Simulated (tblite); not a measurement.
Species: C3H2ClOP.
InChI=1S/C3H2ClOP/c4-3-1-6-2-5-3/h1-2H

Calculated harmonic vibrations of the isolated species, GFN2-xTB (tblite), most abundant isotopes, no scaling. This tight-binding method is rough: wavenumbers can miss measured ones by several per cent, in bad cases by 10 to 20.

Harmonic wavenumbers (cm⁻¹): 191.1, 262.8, 409.1, 420.3, 567.1, 633.6, 696.7, 784.3, 836.5, 874.2, 943.5, 1048.9, 1127.7, 1210.3, 1270.7, 1484.1, 3130.6, 3159.1.

A = 7568, B = 1532, C = 1274 MHz; mass 119.953 u (most abundant isotopes); point group Cs, symmetry number 1.

Task: Zero-point energy?

Result: ½Σν̃ = 9525 cm⁻¹ = 113.95 kJ/mol.

Task: Give the ideal-gas entropy at 350 K and 1 bar in the rigid-rotor, harmonic-oscillator model (classical rotation).

Result: Translation 171.89, rotation 116.97, vibration 41.88: S = 330.7 J/(mol K).

Task: And Cp and H(350 K) − H(0)?

Result: Cp = 96.65 J/(mol K), of which vibrations give 63.40 (their classical limit is 18 R = 149.7); H(350 K) − H(0) = 21.00 kJ/mol without the zero-point energy, 9.36 from vibrations.

Task: What must be added to the electronic energy to get the Gibbs energy at 350 K and 1 bar?

Result: ZPE + [H(350 K) − H(0)] − T·S = 113.95 + 21.00 − 115.76 = 19.19 kJ/mol.

Task: How do the functions run with temperature in this model?

Result: 
| T (K) | S (J/(mol K)) | Cp (J/(mol K)) | H − H(0) (kJ/mol) | G − H(0) (kJ/mol) | ln q(vib) |
| --- | --- | --- | --- | --- | --- |
| 50 | 224.4 | 34.6 | 1.67 | -9.55 | 0.00 |
| 100 | 250.6 | 42.5 | 3.58 | -21.47 | 0.09 |
| 298.15 | 316.1 | 86.2 | 16.25 | -77.99 | 1.36 |
| 373.15 | 337.1 | 100.9 | 23.28 | -102.49 | 2.04 |
| 500 | 369.4 | 120.0 | 37.37 | -147.34 | 3.27 |
| 750 | 422.8 | 142.3 | 70.48 | -246.64 | 5.76 |
| 1000 | 465.6 | 154.5 | 107.70 | -357.87 | 8.10 |

q(vib) and H(0) count from the zero-point level.

Task: Which modes carry the vibrational entropy at 350 K?

Result: 191.1 cm⁻¹: 10.53; 262.8 cm⁻¹: 8.07; 409.1 cm⁻¹: 4.91; 420.3 cm⁻¹: 4.73; 567.1 cm⁻¹: 2.94; 633.6 cm⁻¹: 2.37 J/(mol K); the other 12 give 8.35 together.

Hindered rotation and anharmonicity are outside this model.
